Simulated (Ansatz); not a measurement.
Results of BLYP (PAW; Ansatz, a program for electronic structure) for cubic perovskite KTaO3.

Numerical settings: plane-wave cutoff 520 eV, 8×8×8 k mesh, Fermi–Dirac smearing 0.01 eV, scalar-relativistic PAW data made under PBE.

Cell (relaxed at this level):

```xyz
5
Lattice="4.0568 0.0000 0.0000 0.0000 4.0568 0.0000 0.0000 0.0000 4.0568" Properties=species:S:1:pos:R:3 pbc="T T T"
K      0.0000     0.0000     0.0000
Ta     2.0284     2.0284     2.0284
O      2.0284     0.0000     2.0284
O      0.0000     2.0284     2.0284
O      2.0284     2.0284     0.0000
```

Problem. Predict the bulk modulus, band gap, smallest direct gap on the k points sampled and pressure derivative B′ of the bulk modulus.

Solution. 
- bulk modulus = 178 GPa
- band gap = 2.14 eV
- smallest direct gap on the k points sampled = 2.76 eV
- pressure derivative B′ of the bulk modulus = 4.5

Measured, for comparison: band gap 3.64 eV (temperature not stated, not corrected to a static lattice, indirect; as tabulated in Himmetoglu and Janotti (2016), arXiv:1601.06205); bulk modulus 220 GPa (temperature not stated, not corrected to a static lattice; as tabulated in Tinte et al. (1998), arXiv:cond-mat/9809379). Computed (rounded) less measured: bulk modulus -19 %.

Spin–orbit coupling is not included.

Computed values are for the static lattice.
